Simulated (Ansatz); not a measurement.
# BH₄O (doublet): wave-function methods side by side at distance O1–H3 along a hydrogen transfer = 1.402 Å, cc-pVDZ

One table from this session's results is given with a row withheld; the runs are named, their logs left out.

Method: cc-pVDZ, core rule «outside noble gas», up to 2 orbitals frozen; program: Ansatz 0.2.0, Gaussian basis.

To be run: UHF; CCSD(T) on ROHF; CCSD(T) on UHF; BCCD(T) on ROHF; CISD; CCSDT(Q) on ROHF; CCSDT(Q) on UHF; CASSCF and MRCISD+Q, 3 electrons in 3 orbitals; CASSCF and NEVPT2, 3 electrons in 3 orbitals.

6 further runs of the same task are left out: 1 for a mislabelled method, 4 that didn't finish, 1 set aside as unsound or not needed.

## The system

The geometry derives from fragments relaxed apart (PBE0/def2-TZVP) and kept rigid, so it is no stationary point. A hydrogen atom is moved between rigid fragments.

6 atoms, charge 0, spin multiplicity 2.

Atoms are counted from 1 here; the program's logs count them from 0.

Bond lengths: O1–H2 0.960 Å, H3–B4 1.347 Å, B4–H5 1.191 Å, B4–H6 1.191 Å. Angles: H3–B4–H5 115.3°, H3–B4–H6 115.3°, H5–B4–H6 129.4°.

Coordinates:

```
O    -1.21422   -0.03028    0.00000
H    -1.46353    0.89629    0.00000
H     0.18778   -0.03028    0.00000
B     1.53478   -0.03028    0.00000
H     2.04385   -0.03028    1.07701
H     2.04385   -0.03028   -1.07701
```

Set-up of the first run:

in.yaml

```yaml
crystal:
  periodic: [false, false, false]
  atoms:
    - {symbol: O, position_ang: [-1.214220, -0.030281, 0.000000]}
    - {symbol: H, position_ang: [-1.463529, 0.896295, 0.000000]}
    - {symbol: H, position_ang: [0.187780, -0.030281, 0.000000]}
    - {symbol: B, position_ang: [1.534780, -0.030281, 0.000000]}
    - {symbol: H, position_ang: [2.043853, -0.030281, 1.077008]}
    - {symbol: H, position_ang: [2.043853, -0.030281, -1.077009]}
basis:
  gaussian: {orbitals: cc-pVDZ}
magnetization: {spin_polarized: true, initial_magnetization: 1}
hamiltonian: {xc: hf}
output: {orbitals: {seedname: orbitals}}
```

Launch:

```sh
$ ansatz run in.yaml --threads 1 --pin off --events-out ev --progress --plain --max-ram 2393MiB
```

Among the steps run: UHF; CCSD(T) on ROHF; CCSD(T) on UHF; BCCD(T) on ROHF; CISD; CCSDT(Q) on ROHF; CCSDT(Q) on UHF; CASSCF and MRCISD+Q, 3 electrons in 3 orbitals; CASSCF and NEVPT2, 3 electrons in 3 orbitals.

One table of the session follows, with a row left open; its other results are not shown here.

| method | from UCCSDT(Q) (meV) |
| --- | --- |
| ROHF | +8589.3 |
| UHF | +8352.9 |
| RMP2 | +1257.9 |
| UMP2 | +1242.4 |
| CISD | +889.3 |
| RCCSD | +189.3 |
| UCCSD | +183.5 |
| RCCSD(T) | +37.1 |
| UCCSD(T) | +36.9 |
| BCCD(T) | +36.7 |
| RCCSDT | +14.6 |
| UCCSDT | +13.9 |
| RCCSDT(Q) | +0.5 |
| UCCSDT(Q) | 0 |
| CASSCF pair | +7999.1 |
| NEVPT2 pair | +1118.8 |
| MRCISD pair | +760.0 |
| MRCISD+Q pair | ? |

**Question.** Estimate the row for MRCISD+Q pair.

As computed: from UCCSDT(Q) (meV): +120.3. In the column «from UCCSDT(Q) (meV)» it lies between RCCSD(T) (+37.1) and UCCSD (+183.5).

Caveats from the session: Restricted and unrestricted rows rest on different reference determinants; where their highest levels disagree by more than a few hundredths of an eV, they describe different states and don't form one ladder.
